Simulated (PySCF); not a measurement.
Potential energy curve for SMILES C=O (CH2O), singlet. The C1–H4 bond (C1 also carries H, O; H4 carries nothing else) is varied alone, starting from the PBE0/def2-TZVP optimised geometry.

Computed with: RKS-PBE = PySCF with restricted PBE/cc-pVDZ; UKS-PBE = PySCF with unrestricted PBE/cc-pVDZ; UKS-r2SCAN = unrestricted r2SCAN/cc-pVDZ (PySCF); UCCSD(T) = CCSD(T) on UHF/cc-pVDZ, 2 core orbitals frozen in PySCF 2.14.0.

Energies relative to the lowest point of each curve near equilibrium, in eV; the last columns give the difference from UCCSD(T):

```csv
R / Å,RKS-PBE,UKS-PBE,UKS-r2SCAN,UCCSD(T),RKS-PBE − UCCSD(T),UKS-PBE − UCCSD(T),UKS-r2SCAN − UCCSD(T)
0.89,1.340,1.340,1.277,1.310,0.030,0.030,-0.032
0.94,0.753,0.753,0.702,0.720,0.034,0.034,-0.018
1.00,0.313,0.313,0.277,0.283,0.030,0.030,-0.006
1.05,0.110,0.110,0.086,0.087,0.022,0.022,-0.001
1.07,0.060,0.060,0.042,0.043,0.018,0.018,0.000
1.11,0.007,0.007,0.000,0.000,0.007,0.007,0.000
1.14,0.000,0.000,0.001,0.002,-0.002,-0.002,-0.001
1.17,0.016,0.016,0.025,0.029,-0.013,-0.013,-0.003
1.23,0.101,0.101,0.127,0.137,-0.036,-0.036,-0.010
1.29,0.238,0.238,0.281,0.300,-0.062,-0.062,-0.019
1.38,0.502,0.502,0.569,0.604,-0.102,-0.102,-0.035
1.51,0.941,0.941,1.043,1.096,-0.154,-0.154,-0.053
1.65,1.427,1.427,1.562,1.626,-0.198,-0.198,-0.064
1.82,1.986,1.986,2.156,2.235,-0.249,-0.249,-0.079
1.99,2.488,2.488,2.690,2.761,-0.273,-0.273,-0.071
2.22,3.072,3.072,3.193,3.319,-0.247,-0.247,-0.125
2.43,3.514,3.433,3.451,3.622,-0.108,-0.189,-0.170
2.69,3.955,3.666,3.645,3.785,0.170,-0.120,-0.140
3.02,4.374,3.797,3.780,3.854,0.521,-0.057,-0.074
3.32,4.650,3.844,3.844,3.875,0.775,-0.031,-0.031
3.90,4.985,3.874,3.891,3.889,1.096,-0.015,0.003
```

RKS-PBE is furthest from UCCSD(T) at 3.90 (1.096 eV, above); its mean absolute difference over the points is 0.198 eV.

UKS-PBE is furthest from UCCSD(T) at 1.99 (-0.273 eV, below); its mean absolute difference over the points is 0.090 eV.

UKS-r2SCAN is furthest from UCCSD(T) at 2.43 (-0.170 eV, below); its mean absolute difference over the points is 0.045 eV.

At the longest distance RKS-PBE leaves fractional charges on the fragments, a sign of delocalisation error or of the restricted form. The restricted form behind RKS-PBE keeps the bonding electrons paired and can't separate into open-shell fragments. The unrestricted determinant behind UKS-PBE is spin-contaminated at 2.43 to 3.90 Å (<S²> up to 1.0, against 0.00 for a pure singlet). The unrestricted determinant behind UKS-r2SCAN is spin-contaminated at 2.22 to 3.90 Å (<S²> up to 1.0, against 0.00 for a pure singlet). The unrestricted determinant behind UCCSD(T) is spin-contaminated at 1.65 to 3.90 Å (<S²> up to 1.0, against 0.00 for a pure singlet).
